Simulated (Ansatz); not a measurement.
A nudged elastic band was laid between two geometries of FH3Si + H2O (8 atoms, charge 0, multiplicity 1).

Level of theory: RKS PBE0-D4/cc-pVDZ (Ansatz).

| Property | Result |
| --- | --- |
| movable images | 9 |
| climbing image | yes |
| spring | 5.0 eV/Å² |
| optimiser | quadratic models (default) |
| start path | through a guess of the saddle point |
| force threshold | 0.05 eV/Å |
| iteration limit | 60 |
| end points | relaxed |

First end point:

```xyz
8
Properties=species:S:1:pos:R:3
Si 0.288 0.036 -0.130
F 0.165 -0.103 1.526
H 1.762 0.011 -0.396
H -0.288 1.334 -0.573
H -0.345 -1.150 -0.775
O -2.440 0.050 0.817
H -2.711 -0.876 0.767
H -1.881 0.068 1.607
```

Last end point:

```xyz
8
Properties=species:S:1:pos:R:3
Si -0.301 -0.116 -0.464
F -0.519 0.841 2.492
H 0.910 -0.780 0.107
H -0.134 1.359 -0.549
H -0.597 -0.701 -1.812
O -1.671 -0.356 0.542
H -1.995 -1.264 0.576
H -1.143 0.388 1.951
```

Q: Which bonds break or form, and what moves?

A: Bonds broken: Si1–F2, O6–H8. Bonds formed: Si1–O6, F2–H8. FH3Si + H2O becomes FH + H4OSi.

Q: Give the energies along the band, and the barrier.

A: The run converged. The highest image is number 5 of 0 to 10, 97.3 kJ/mol above the first end and 71.1 kJ/mol above the last; the last end lies 26.2 kJ/mol above the first. A vibrational analysis at the climbing image gives one clearly imaginary mode, 571i cm⁻¹: a first-order saddle point. The orbitals stay closed-shell, which can raise the energy where a bond breaks towards radicals; this wasn't checked here.

| image | path coordinate (Å) | energy (kJ/mol) | Si1–F2 (Å) | O6–H8 (Å) | Si1–O6 (Å) |
| --- | --- | --- | --- | --- | --- |
| 0 | 0.00 | 0.0 | 1.67 | 0.97 | 2.89 |
| 1 | 0.57 | 3.2 | 1.66 | 0.97 | 3.06 |
| 2 | 1.14 | 10.9 | 1.67 | 0.97 | 3.06 |
| 3 | 1.71 | 38.6 | 1.69 | 0.97 | 2.65 |
| 4 | 2.28 | 70.4 | 1.74 | 0.98 | 2.17 |
| 5 | 2.85 | 97.3 | 1.97 | 1.11 | 1.89 |
| 6 | 3.12 | 79.2 | 2.15 | 1.29 | 1.82 |
| 7 | 3.39 | 50.7 | 2.38 | 1.45 | 1.76 |
| 8 | 3.66 | 33.2 | 2.64 | 1.57 | 1.73 |
| 9 | 3.92 | 27.1 | 2.91 | 1.66 | 1.72 |
| 10 | 4.19 | 26.2 | 3.11 | 1.68 | 1.72 |

Q: What is the geometry of the highest image?

A: 
```xyz
8
Properties=species:S:1:pos:R:3
Si -0.226 0.058 -0.159
F -0.180 0.712 1.695
H 1.019 -0.698 0.175
H -0.130 1.467 -0.632
H -0.724 -0.694 -1.383
O -1.841 -0.324 0.748
H -2.089 -1.257 0.797
H -1.278 0.106 1.602
```

Q: What are the harmonic wavenumbers there?

A: 571i, 221, 444, 522, 647, 675, 719, 798, 838, 1029, 1061, 1111, 1313, 2098, 2134, 2216, 2264, 3849 cm⁻¹.

The band took 16 iterations and of the order of 5 core-minutes.

The run took 5.1 min on 1 thread of Arm Neoverse V2, on a shared host, peak memory 0.13 GiB.
